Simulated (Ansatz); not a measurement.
# Worked example: AsH2, doublet against AsH2⁻, singlet

Geometry (PBE0/def2-TZVPD stationary point of a singlet), kept for both states (AsH2⁻, singlet: A1; AsH2, doublet: B1):

```tsv
atom	x (Å)	y (Å)	z (Å)
As	0.0000	-0.0283	0.0000
H	0.0000	1.0529	-1.0973
H	0.0000	1.0529	1.0972
```

Basis aug-cc-pVTZ; Ansatz 0.2.0. Only valence electrons are correlated (noble-gas cores and the filled d shells of p-block atoms frozen). Prefix R: restricted or restricted open-shell reference; prefix U: unrestricted. No spin–orbit coupling is included, and no scalar relativity.

Full CI isn't at hand for all of this; UCCSDT(Q) serves as the reference, and is uncertain by the last step of the cluster series or more.

The highest occupied Kohn–Sham level of the anion is positive, up to +1.43 eV, so in those functionals the extra electron is held by the basis alone, which enters their differences from the reference.

```json
{"level": "UHF", "E(AsH2⁻, singlet) (hartree)": "-2235.392154", "E(AsH2, doublet) (hartree)": "-2235.384894"}
{"level": "UMP2", "E(AsH2⁻, singlet) (hartree)": "-2235.557685", "E(AsH2, doublet) (hartree)": "-2235.513356"}
{"level": "UCCSD(T)", "E(AsH2⁻, singlet) (hartree)": "-2235.587817", "E(AsH2, doublet) (hartree)": "-2235.542972"}
{"level": "PBE", "E(AsH2⁻, singlet) (hartree)": "-2236.782435", "E(AsH2, doublet) (hartree)": "-2236.735960"}
{"level": "wB97M-V", "E(AsH2⁻, singlet) (hartree)": "-2236.988577", "E(AsH2, doublet) (hartree)": "-2236.944144"}
{"level": "UCCSDT(Q)", "E(AsH2⁻, singlet) (hartree)": "-2235.589026", "E(AsH2, doublet) (hartree)": "-2235.543970"}
```

Give the vertical gap, AsH2 doublet less AsH2⁻ singlet, at each level in eV (1 hartree = 27.2114 eV), and each error against UCCSDT(Q).

UCCSDT(Q): (-2235.543970 − (-2235.589026)) × 27.2114 = 1.226 eV (the reference)
wB97M-V: (-2236.944144 − (-2236.988577)) × 27.2114 = 1.209 eV, error -0.017 eV
PBE: (-2236.735960 − (-2236.782435)) × 27.2114 = 1.265 eV, error 0.039 eV
UCCSD(T): (-2235.542972 − (-2235.587817)) × 27.2114 = 1.220 eV, error -0.006 eV
UMP2: (-2235.513356 − (-2235.557685)) × 27.2114 = 1.206 eV, error -0.020 eV
UHF: (-2235.384894 − (-2235.392154)) × 27.2114 = 0.198 eV, error -1.028 eV

Total energies of functionals can't be set beside those of wave-function methods, since they hold the core's correlation and their own absolute errors; only the differences compare.

The reference still carries a basis error, for a change of charge of the order of 0.1 eV, so smaller errors of functionals can't be ranked.

Each level lands on the state that its own search finds. T1 diagnostics of restricted CCSD: 0.013 and 0.019.
